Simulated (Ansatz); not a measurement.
# H3S+ (triplet): from Hartree-Fock to the top rungs at scale of all distances = 1.485, 6-31G

One table from this session's results is given with a row withheld; the runs are named, their logs left out.

Method: 6-31G, core rule «outside noble gas», up to 5 orbitals frozen; program: Ansatz 0.2.0, Gaussian basis.

The runs, in order: UHF; CCSD(T) on ROHF; CCSD(T) on UHF; BCCD(T) on ROHF; CISD; CCSDT(Q) on ROHF; CCSDT(Q) on UHF; CISDTQ; CCSDTQ on ROHF; CCSDTQ on UHF; CASSCF and MRCISD+Q, 4 electrons in 4 orbitals; CASSCF and NEVPT2, 4 electrons in 4 orbitals; CASSCF and MRCISD+Q, 8 electrons in 7 orbitals; CASSCF and NEVPT2, 8 electrons in 7 orbitals; Full CI.

14 further runs of the same task are left out: 1 for a known fault of the program, 11 that didn't finish, 2 set aside as unsound or not needed.

## What is computed

The geometry derives from a PBE0/def2-TZVP stationary point (not a proven minimum). All distances are scaled together.

4 atoms, charge 1, spin multiplicity 3.

Atoms are counted from 1 here; the program's logs count them from 0.

No contacts short enough for the rule that draws bonds.

Set-up of the first run:

Input file in.yaml:

```yaml
crystal:
  periodic: [false, false, false]
  atoms:
    - {symbol: S, position_ang: [0.000000, -0.058069, 0.000000]}
    - {symbol: H, position_ang: [0.000000, 1.957788, 0.000000]}
    - {symbol: H, position_ang: [0.000000, -0.055232, 2.257389]}
    - {symbol: H, position_ang: [0.000000, -0.055232, -2.257389]}
basis:
  gaussian: {orbitals: 6-31G}
total_charge: 1
magnetization: {spin_polarized: true, initial_magnetization: 2}
hamiltonian: {xc: hf}
output: {orbitals: {seedname: orbitals}}
```

Started as:

```bash
ansatz run in.yaml --threads 1 --pin off --events-out ev --progress --plain --max-ram 2393MiB
```

Steps of the session up to this table: UHF; CCSD(T) on ROHF; CCSD(T) on UHF; BCCD(T) on ROHF; CISD; CCSDT(Q) on ROHF; CCSDT(Q) on UHF; CISDTQ; CCSDTQ on ROHF; CCSDTQ on UHF; CASSCF and MRCISD+Q, 4 electrons in 4 orbitals; CASSCF and NEVPT2, 4 electrons in 4 orbitals; CASSCF and MRCISD+Q, 8 electrons in 7 orbitals; CASSCF and NEVPT2, 8 electrons in 7 orbitals; Full CI.

One of the session's tables, all rows but one given; the rest of the session is left out.

```
          method  from FCI (kJ/mol)
            RMP2             +139.8
            CISD              +49.0
           RCCSD               +8.2
        RCCSD(T)               +0.2
         BCCD(T)                0.0
          RCCSDT               -1.4
          CISDTQ               +0.9
       RCCSDT(Q)               -0.7
         RCCSDTQ                0.0
     CASSCF pair             +183.0
     NEVPT2 pair              +61.1
     MRCISD pair               +8.9
   MRCISD+Q pair              -10.8
  CASSCF valence                  ?
  NEVPT2 valence              +13.1
  MRCISD valence               +1.5
MRCISD+Q valence               +0.9
             FCI                  0
```

Estimate the missing values for CASSCF valence.

**Answer.** from FCI (kJ/mol): +51.5. In the column «from FCI (kJ/mol)» it lies between CISD (+49.0) and NEVPT2 pair (+61.1).

Left out of the table: ROHF, UHF, UMP2, UCCSD, UCCSD(T), UCCSDT, UCCSDT(Q), UCCSDTQ (another determinant or state than the rows shown).

Caveats from the session: The report flags that the cluster equations may have other roots. The program flags RCCSD(T), BCCD(T), RCCSDT(Q), RCCSDTQ as in doubt, so those rows may rest on another solution; read them beside their warnings. RCCSDT, RCCSDT(Q), MRCISD+Q pair fall below full CI, which methods that aren't variational can do.
